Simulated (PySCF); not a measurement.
# SiH₃: from HF to coupled cluster

How much do the numbers for SiH₃ (doublet) hang on the method? All levels run at one geometry, the PBE0 minimum.

The runs use PySCF 2.14.0; several methods, basis Si def2-TZVP, H def2-TZVP, no relativity, density fitting.

**1. Starting geometry**

4 atoms, charge 0, spin multiplicity 2.

Bond lengths: Si1–H2 1.486 Å, Si1–H3 1.486 Å, Si1–H4 1.486 Å. Angles: H2–Si1–H3 111.2°, H2–Si1–H4 111.2°, H3–Si1–H4 111.2°.

Coordinates in bohr (charge 0 multiplicity 2):
```
Si    0.0000    0.0000   -0.0830
H     2.6759    0.0000    0.7685
H    -1.3380    2.3174    0.7685
H    -1.3379   -2.3174    0.7685
```

**2. PBE0**

The steps are one call of a driver around PySCF; scf.py gives each level's set-up. Each SCF starts from the density of the minimum. The driver also runs the species with one electron less or more at the same geometry (one less: multiplicity 1, one more: multiplicity 1); their logs are not shown.

Input file scf.py:

```python
from pyscf import gto, scf, dft
mol = gto.M(atom='''
Si     0.000000     0.000000    -0.043948
H      1.416044     0.000012     0.406664
H     -0.708032     1.226324     0.406664
H     -0.708011    -1.226336     0.406664''',
    basis={'Si': 'def2-TZVP', 'H': 'def2-TZVP'},
    charge=0, spin=1)
mf = dft.UKS(mol, xc='PBE0')
mf.grids.atom_grid = (99, 590)
aux = {'Si': 'def2-universal-JKFIT', 'H': 'def2-universal-JKFIT'}
mf = mf.density_fit(auxbasis=aux)
mf.kernel()
```

The program printed:

```text
init E= -291.108760545533
[... the frontier-level lines of each cycle are left out ...]
cycle= 1 E= -291.108760545539  delta_E= -5.57e-12  |g|= 5.42e-07  |ddm|= 6.04e-06
Extra cycle  E= -291.108760545536  delta_E= 2.56e-12  |g|= 3.38e-07  |ddm|= 1.14e-06
converged SCF energy = -291.108760545536  <S^2> = 0.75299821  2S+1 = 2.002996
```

This level, with the species of one electron less or more, needed 1.4 s of wall time on 4 threads, shared host.

```
energy                        : -291.108761 Eh
one electron less (charge +1) : -290.780256 Eh (singlet, ⟨S²⟩ 0.00)
one electron more (charge -1) : -291.131561 Eh (singlet, ⟨S²⟩ 0.00)
Mulliken charge of Si1        : -0.01 e
```

**3. CCSD(T)**

scf.py: that of step 2 with these lines changed.

```diff
@@ -9,2 +9 @@
-mf = dft.UKS(mol, xc='PBE0')
-mf.grids.atom_grid = (99, 590)
+mf = scf.UHF(mol)
@@ -13,0 +13,3 @@
+from pyscf import cc
+mycc = cc.CCSD(mf, frozen=5).run()
+mycc.ccsd_t()
```

The program printed:

```text
init E= -290.627482343271
[... the frontier-level lines of each cycle are left out ...]
cycle= 1 E= -290.635932631767  delta_E= -0.00845  |g|= 0.0261  |ddm|= 0.0972
cycle= 2 E= -290.636591585915  delta_E= -0.000659  |g|= 0.00864  |ddm|= 0.0262
cycle= 3 E= -290.63674522108  delta_E= -0.000154  |g|= 0.00291  |ddm|= 0.0151
cycle= 4 E= -290.636769837434  delta_E= -2.46e-05  |g|= 0.000786  |ddm|= 0.00839
cycle= 5 E= -290.636771507647  delta_E= -1.67e-06  |g|= 0.000279  |ddm|= 0.00267
cycle= 6 E= -290.636771679179  delta_E= -1.72e-07  |g|= 0.000101  |ddm|= 0.000901
cycle= 7 E= -290.636771701298  delta_E= -2.21e-08  |g|= 2.47e-05  |ddm|= 0.000292
cycle= 8 E= -290.636771702638  delta_E= -1.34e-09  |g|= 1.03e-05  |ddm|= 5.74e-05
cycle= 9 E= -290.636771702929  delta_E= -2.91e-10  |g|= 3.53e-06  |ddm|= 3.45e-05
Extra cycle  E= -290.636771702951  delta_E= -2.17e-11  |g|= 2.31e-06  |ddm|= 5.83e-06
converged SCF energy = -290.636771702951  <S^2> = 0.75486383  2S+1 = 2.0048579
CCSD nocc = (np.int64(4), np.int64(3)), nmo = (50, 50)
Init t2, MP2 energy = -0.106492595070549
UCCSD converged
E(UCCSD) = -290.7712556804947  E_corr = -0.1344839775441485
UCCSD(T) correction = -0.00321369253900858
```

This level, with the species of one electron less or more, took 8.2 s.

- energy: -290.774469 Eh
- one electron less (charge +1): -290.452827 Eh (singlet, ⟨S²⟩ 0.00)
- one electron more (charge -1): -290.794942 Eh (singlet, ⟨S²⟩ 0.00)
- MP2 correlation in its own fitting basis (same spin, opposite spin): -0.10708 Eh (-0.01347, -0.09361)
- CCSD, (T): -0.13448, -0.00321 Eh; T1 0.015, D1 0.035

**4. HF**

scf.py: that of step 3 with these lines changed.

```diff
@@ -13,3 +12,0 @@
-from pyscf import cc
-mycc = cc.CCSD(mf, frozen=5).run()
-mycc.ccsd_t()
```

The SCF cycles repeat those of step 3.

This level, with the species of one electron less or more, took under 0.5 s.

| Quantity | Value |
| --- | --- |
| energy | -290.636772 Eh |
| one electron less (charge +1) | -290.326983 Eh (singlet, ⟨S²⟩ 0.00) |
| one electron more (charge -1) | -290.619574 Eh (singlet, ⟨S²⟩ 0.00) |
| Mulliken charge of Si1 | +0.10 e |

**5. PBE**

scf.py: that of step 4 with these lines changed.

```diff
@@ -9 +9,2 @@
-mf = scf.UHF(mol)
+mf = dft.UKS(mol, xc='PBE')
+mf.grids.atom_grid = (99, 590)
```

The program printed:

```text
init E= -291.075251573894
[... the frontier-level lines of each cycle are left out ...]
cycle= 1 E= -291.076313614304  delta_E= -0.00106  |g|= 0.00705  |ddm|= 0.0466
cycle= 2 E= -291.076321821929  delta_E= -8.21e-06  |g|= 0.00311  |ddm|= 0.00638
cycle= 3 E= -291.076325777169  delta_E= -3.96e-06  |g|= 0.000732  |ddm|= 0.00312
cycle= 4 E= -291.076326204388  delta_E= -4.27e-07  |g|= 0.00011  |ddm|= 0.000909
cycle= 5 E= -291.076326210517  delta_E= -6.13e-09  |g|= 2.29e-05  |ddm|= 0.000138
cycle= 6 E= -291.076326210883  delta_E= -3.66e-10  |g|= 6.24e-06  |ddm|= 3.5e-05
Extra cycle  E= -291.076326210906  delta_E= -2.26e-11  |g|= 5.58e-06  |ddm|= 1.87e-05
converged SCF energy = -291.076326210906  <S^2> = 0.75281242  2S+1 = 2.0028104
```

This level, with the species of one electron less or more, took 3.2 s.

```
energy                        : -291.076326 Eh
one electron less (charge +1) : -290.749504 Eh (singlet, ⟨S²⟩ 0.00)
one electron more (charge -1) : -291.100692 Eh (singlet, ⟨S²⟩ 0.00)
Mulliken charge of Si1        : -0.00 e
```

**6. r2SCAN**

scf.py: that of step 5 with these lines changed.

```diff
@@ -9 +9 @@
-mf = dft.UKS(mol, xc='PBE')
+mf = dft.UKS(mol, xc='R2SCAN')
```

The program printed:

```text
init E= -291.206238194078
[... the frontier-level lines of each cycle are left out ...]
cycle= 1 E= -291.206720572528  delta_E= -0.000482  |g|= 0.00626  |ddm|= 0.0462
cycle= 2 E= -291.206739518027  delta_E= -1.89e-05  |g|= 0.00356  |ddm|= 0.0135
cycle= 3 E= -291.20674954536  delta_E= -1e-05  |g|= 0.00111  |ddm|= 0.00599
cycle= 4 E= -291.206750095527  delta_E= -5.5e-07  |g|= 0.000198  |ddm|= 0.00109
cycle= 5 E= -291.206750146971  delta_E= -5.14e-08  |g|= 3.82e-05  |ddm|= 0.000483
cycle= 6 E= -291.206750148784  delta_E= -1.81e-09  |g|= 1.85e-05  |ddm|= 6.79e-05
cycle= 7 E= -291.206750149237  delta_E= -4.53e-10  |g|= 3e-06  |ddm|= 3.96e-05
Extra cycle  E= -291.20675014925  delta_E= -1.32e-11  |g|= 1.41e-06  |ddm|= 5.3e-06
converged SCF energy = -291.20675014925  <S^2> = 0.75529868  2S+1 = 2.0052917
```

This level, with the species of one electron less or more, needed 5.1 s of wall time on 4 threads, shared host.

| Quantity | Value |
| --- | --- |
| energy | -291.206750 Eh |
| one electron less (charge +1) | -290.874016 Eh (singlet, ⟨S²⟩ 0.00) |
| one electron more (charge -1) | -291.227881 Eh (singlet, ⟨S²⟩ 0.00) |
| Mulliken charge of Si1 | +0.05 e |

**7. B3LYP**

scf.py: that of step 6 with these lines changed.

```diff
@@ -9 +9 @@
-mf = dft.UKS(mol, xc='R2SCAN')
+mf = dft.UKS(mol, xc='B3LYP')
```

The program printed:

```text
init E= -291.26171542077
[... the frontier-level lines of each cycle are left out ...]
cycle= 1 E= -291.26253982515  delta_E= -0.000824  |g|= 0.00557  |ddm|= 0.0693
cycle= 2 E= -291.262559449343  delta_E= -1.96e-05  |g|= 0.00342  |ddm|= 0.0127
cycle= 3 E= -291.262566655231  delta_E= -7.21e-06  |g|= 0.000692  |ddm|= 0.00483
cycle= 4 E= -291.262566958769  delta_E= -3.04e-07  |g|= 0.000188  |ddm|= 0.00082
cycle= 5 E= -291.262567025577  delta_E= -6.68e-08  |g|= 4.19e-05  |ddm|= 0.00051
cycle= 6 E= -291.262567028695  delta_E= -3.12e-09  |g|= 1.04e-05  |ddm|= 0.000129
cycle= 7 E= -291.262567028803  delta_E= -1.08e-10  |g|= 2.48e-06  |ddm|= 1.65e-05
Extra cycle  E= -291.262567028807  delta_E= -3.41e-12  |g|= 1.37e-06  |ddm|= 3.88e-06
converged SCF energy = -291.262567028807  <S^2> = 0.751914  2S+1 = 2.0019131
```

This level, with the species of one electron less or more, took 3.1 s.

| Item | Value |
| --- | --- |
| energy | -291.262567 Eh |
| one electron less (charge +1) | -290.935633 Eh (singlet, ⟨S²⟩ 0.00) |
| one electron more (charge -1) | -291.288432 Eh (singlet, ⟨S²⟩ 0.00) |
| Mulliken charge of Si1 | +0.09 e |

**8. TPSSh**

scf.py: that of step 7 with these lines changed.

```diff
@@ -9 +9 @@
-mf = dft.UKS(mol, xc='B3LYP')
+mf = dft.UKS(mol, xc='TPSSH')
```

The program printed:

```text
init E= -291.261161030653
[... the frontier-level lines of each cycle are left out ...]
cycle= 1 E= -291.261639559717  delta_E= -0.000479  |g|= 0.00728  |ddm|= 0.0598
cycle= 2 E= -291.261662267436  delta_E= -2.27e-05  |g|= 0.00477  |ddm|= 0.0143
cycle= 3 E= -291.261674452175  delta_E= -1.22e-05  |g|= 0.000626  |ddm|= 0.0059
cycle= 4 E= -291.261674649934  delta_E= -1.98e-07  |g|= 0.000167  |ddm|= 0.000684
cycle= 5 E= -291.261674686796  delta_E= -3.69e-08  |g|= 4.26e-05  |ddm|= 0.000336
cycle= 6 E= -291.261674689562  delta_E= -2.77e-09  |g|= 1.59e-05  |ddm|= 0.000107
cycle= 7 E= -291.261674689861  delta_E= -2.99e-10  |g|= 3.28e-06  |ddm|= 2.88e-05
Extra cycle  E= -291.261674689866  delta_E= -5.17e-12  |g|= 2.07e-06  |ddm|= 6.29e-06
converged SCF energy = -291.261674689866  <S^2> = 0.75269324  2S+1 = 2.0026914
```

This level, with the species of one electron less or more, took 5.2 s.

| Property | Result |
| --- | --- |
| energy | -291.261675 Eh |
| one electron less (charge +1) | -290.933018 Eh (singlet, ⟨S²⟩ 0.00) |
| one electron more (charge -1) | -291.283635 Eh (singlet, ⟨S²⟩ 0.00) |
| Mulliken charge of Si1 | +0.02 e |

**9. PBEsol**

scf.py: that of step 8 with these lines changed.

```diff
@@ -9 +9 @@
-mf = dft.UKS(mol, xc='TPSSH')
+mf = dft.UKS(mol, xc='PBEsol')
```

The program printed:

```text
init E= -290.516209691488
[... the frontier-level lines of each cycle are left out ...]
cycle= 1 E= -290.517832822411  delta_E= -0.00162  |g|= 0.019  |ddm|= 0.0579
cycle= 2 E= -290.517902719039  delta_E= -6.99e-05  |g|= 0.00813  |ddm|= 0.022
cycle= 3 E= -290.517937613495  delta_E= -3.49e-05  |g|= 0.00264  |ddm|= 0.0116
cycle= 4 E= -290.517942027559  delta_E= -4.41e-06  |g|= 7.74e-05  |ddm|= 0.00297
cycle= 5 E= -290.517942034209  delta_E= -6.65e-09  |g|= 2.23e-05  |ddm|= 0.000192
cycle= 6 E= -290.517942034785  delta_E= -5.76e-10  |g|= 4.23e-06  |ddm|= 4.46e-05
Extra cycle  E= -290.517942034804  delta_E= -1.92e-11  |g|= 2.41e-06  |ddm|= 8.72e-06
converged SCF energy = -290.517942034804  <S^2> = 0.75276438  2S+1 = 2.0027625
```

This level, with the species of one electron less or more, took 3 s.

| Item | Value |
| --- | --- |
| energy | -290.517942 Eh |
| one electron less (charge +1) | -290.192931 Eh (singlet, ⟨S²⟩ 0.00) |
| one electron more (charge -1) | -290.542920 Eh (singlet, ⟨S²⟩ 0.00) |
| Mulliken charge of Si1 | -0.05 e |

**10. TPSS**

scf.py: that of step 9 with these lines changed.

```diff
@@ -9 +9 @@
-mf = dft.UKS(mol, xc='PBEsol')
+mf = dft.UKS(mol, xc='TPSS')
```

The program printed:

```text
init E= -291.266914572031
[... the frontier-level lines of each cycle are left out ...]
cycle= 1 E= -291.26740822268  delta_E= -0.000494  |g|= 0.00949  |ddm|= 0.0649
cycle= 2 E= -291.267435080005  delta_E= -2.69e-05  |g|= 0.00745  |ddm|= 0.0194
cycle= 3 E= -291.267461989515  delta_E= -2.69e-05  |g|= 0.000574  |ddm|= 0.00857
cycle= 4 E= -291.267462182416  delta_E= -1.93e-07  |g|= 0.00015  |ddm|= 0.000757
cycle= 5 E= -291.267462203671  delta_E= -2.13e-08  |g|= 6.07e-05  |ddm|= 0.000238
cycle= 6 E= -291.267462207664  delta_E= -3.99e-09  |g|= 1.32e-05  |ddm|= 9.94e-05
cycle= 7 E= -291.267462207879  delta_E= -2.15e-10  |g|= 2.77e-06  |ddm|= 2.69e-05
Extra cycle  E= -291.267462207883  delta_E= -4.32e-12  |g|= 2.22e-06  |ddm|= 7.41e-06
converged SCF energy = -291.267462207883  <S^2> = 0.75267469  2S+1 = 2.0026729
```

This level, with the species of one electron less or more, needed 5.5 s of wall time on 4 threads, shared host.

```
energy                        : -291.267462 Eh
one electron less (charge +1) : -290.939345 Eh (singlet, ⟨S²⟩ 0.00)
one electron more (charge -1) : -291.289731 Eh (singlet, ⟨S²⟩ 0.00)
Mulliken charge of Si1        : +0.02 e
```

**11. Comparison of the levels**

| level | atomisation energy (kJ/mol) | vertical ionisation energy (eV) | vertical electron affinity (eV) | −ε(HOMO) (eV) | gap (eV) | dipole (D) | wall time |
| --- | --- | --- | --- | --- | --- | --- | --- |
| PBE0 | 935 | 8.94 | 0.62 | 6.40 | 3.88 | 0.03 | 1.4 s |
| CCSD(T) | 914 | 8.75 | 0.56 | – | – | – | 8.2 s |
| HF | 752 | 8.43 | -0.47 | 9.18 | 10.32 | 0.06 | under 0.5 s |
| PBE | 931 | 8.89 | 0.66 | 5.32 | 1.84 | 0.03 | 3.2 s |
| r2SCAN | 960 | 9.05 | 0.57 | 5.67 | 2.74 | 0.07 | 5.1 s |
| B3LYP | 956 | 8.90 | 0.70 | 6.10 | 3.14 | 0.07 | 3.1 s |
| TPSSh | 992 | 8.94 | 0.60 | 5.88 | 2.75 | 0.02 | 5.2 s |
| PBEsol | 964 | 8.84 | 0.68 | 5.26 | 1.79 | 0.02 | 3 s |
| TPSS | 993 | 8.93 | 0.61 | 5.45 | 1.99 | 0.02 | 5.5 s |

Times are for 4 threads, shared host; PBE0 starts from its own converged density, so its time is not comparable. A dash stands where a species or a free atom was not run at that level, or the quantity is not defined.

Atomisation goes to high-spin atoms in their ground configurations, run at the same level, without zero-point energy.

**12. Outcome**

| quantity | value |
| --- | --- |
| atomisation energy, CCSD(T) in this basis | 914 kJ/mol |
| vertical ionisation energy, CCSD(T) | 8.75 eV |
| vertical electron affinity, CCSD(T) | 0.56 eV |
| orbital gap, range | 1.79 (PBEsol) to 10.32 (HF) eV |
| T1, D1 | 0.015, 0.035 |
| T1, D1 of the cation | 0.012, 0.021 |
| T1, D1 of the anion | 0.014, 0.027 |

What this shows: In atomisation energy the functionals lie from +17 kJ/mol (PBE) to +79 kJ/mol (TPSS) against CCSD(T). In a basis of this size CCSD(T) binds too weakly, often by tens of kJ/mol, while functionals are nearer their limits, so this ranks no functional. HF lacks the correlation that pairing electrons in bonds brings, so it binds too weakly, by 162 kJ/mol even against this CCSD(T). Against CCSD(T), the vertical ionisation energy is best met by PBEsol (+0.09 eV) and worst by HF (-0.32 eV). CCSD(T) took 8.2 s, about 2.7 times as long as PBEsol (3 s), which misses it by 0.09 eV. For the vertical electron affinity, r2SCAN comes nearest to CCSD(T) (+0.02 eV) and HF is farthest (-1.03 eV). The PBE orbital energy is a poor guide to ionisation (5.3 eV, 3.4 eV too small); the difference of PBE energies gives 8.9 eV. Without diffuse functions electron affinities tend to come out too low.
